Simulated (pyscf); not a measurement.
**Routes from H₂N–SiH(Cl)–Cl + H₂**

Candidate steps break at most two bonds and form at most two. Each was searched with GFN2-xTB (tblite) first. Optimised with ωB97X-D3(BJ)/def2-SVP in PySCF. Energies: ωB97M-D3(BJ)/def2-TZVP, kcal/mol, from the separated reactants, singlet surface; ΔG‡ with ideal gas, 1 atm, RRHO with modes under 100 cm⁻¹ raised to 100, one conformer, R ln 2 for chiral ones without a mode under 150 cm⁻¹.

| products | type | ΔE‡ | ΔE | ΔG‡ 298 K | ΔG‡ 900 K | ν‡ (cm⁻¹) |
|---|---|---|---|---|---|---|
| Cl–SiH₂–Cl + NH₃ | four-centre exchange | 47.3 | +11.7 | 57.7 | 77.8 | 1530i |
| H₂N–SiH₂–Cl + HCl | four-centre exchange | 51.9 | +19.6 | 61.9 | 81.0 | 951i |
| H₂N–SiH(Cl)–Cl + H₂ | four-centre exchange | 66.2 | 0.0 | 76.1 | 95.3 | 1571i |

Row 1: On the product side the descent ends in a complex (not fully relaxed), 7.0 kcal/mol under the separated species and 42.3 kcal/mol under the saddle at ωB97X-D3(BJ)/def2-TZVP. Row 2: On the product side the descent ends in a complex, 4.8 kcal/mol under the separated species and 36.0 kcal/mol under the saddle at ωB97X-D3(BJ)/def2-TZVP. 

Plain bond fissions and candidates not yet searched are not listed, and one of them may be faster. Each barrier is that of the saddle found; lower ones may exist.
